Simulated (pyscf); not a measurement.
Elementary routes open to `[PH]=[PH]` + `[PH3]` in the gas phase (singlet surface):
A. `[PH]=[P][PH2]` + `[H][H]` (H–P, H–P broken; P–P, H–H formed)
B. `[PH2][PH][PH2]` (H–P broken; P–P, H–P formed)

Single points on ωB97X-D3(BJ)/def2-SVP structures (PySCF, gas phase).

Task: Rank the routes by free-energy barrier at 298 K, lowest first, for ωB97M-D3(BJ)/def2-TZVP energies (ideal gas, 1 atm, RRHO with modes under 100 cm⁻¹ raised to 100, one conformer, R ln 2 for chiral ones without a mode under 150 cm⁻¹).

Result: B (244.0 kJ/mol), A (270.7 kJ/mol)

Route B is the fastest of these, ahead of the next by 26.7 kJ/mol. The most stable products are those of B (ΔG = -57.2 kJ/mol), so kinetics and thermodynamics agree. At 1200 K B is still the fastest. Only these routes are compared; each barrier is that of the saddle found, and lower ones may exist. One closed-shell reference is unstable to symmetry breaking; treat the single-reference values with care.
